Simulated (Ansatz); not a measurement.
A made-up structure of BSiH4S, doublet:

```json
{"atom": "B1", "x (Å)": "-1.6455", "y (Å)": "-0.7542", "z (Å)": "-0.2784"}
{"atom": "S2", "x (Å)": "-0.1730", "y (Å)": "-1.2655", "z (Å)": "0.5089"}
{"atom": "Si3", "x (Å)": "0.9261", "y (Å)": "0.5548", "z (Å)": "0.0974"}
{"atom": "H4", "x (Å)": "0.1680", "y (Å)": "-2.2709", "z (Å)": "1.3589"}
{"atom": "H5", "x (Å)": "1.0378", "y (Å)": "0.7466", "z (Å)": "-1.3662"}
{"atom": "H6", "x (Å)": "0.2395", "y (Å)": "1.7027", "z (Å)": "0.7317"}
{"atom": "H7", "x (Å)": "2.2771", "y (Å)": "0.3792", "z (Å)": "0.6915"}
```

It is relaxed with PBE-D4/def2-SVP and then PBE0-D4/def2-TZVP (Ansatz 0.2.0). Atoms count as bonded within 1.22 times the sum of their covalent radii (H–H: 0.88 Å). The end point is not checked to be a true minimum.

**Question.** Does its bonding change? (Judge from chemistry; the calculation decides.)

**Answer.** The calculation gives: Yes. Formed: B1–Si3, B1–H6; broken: Si3–H6.

Where it ends: The first stage lowers the energy by 3.23 eV in 27 steps. It ends as BSiH₄S ([BH]1[SiH2][SH]1):
```csv
atom,x (Å),y (Å),z (Å)
B1,-0.6798,0.4088,0.4317
S2,-0.1716,-1.4193,0.1535
Si3,1.0987,0.4078,-0.2013
H4,0.3720,-1.8496,1.3298
H5,1.5218,0.4279,-1.6252
H6,-1.6322,0.8076,1.0073
H7,2.3212,0.3094,0.6480
```

Labels in which every atom is bracketed show which atoms are joined, not bond orders.

For scale, one of the runs: PBE0-D4/def2-TZVP relaxation, 129 basis functions, launched by `ansatz run in.yaml --threads 2 --pin off --events-out ev --progress --plain --max-ram 4352MiB`. The run took about 49 s on 2 CPU threads of an Arm Neoverse N1 (shared host).
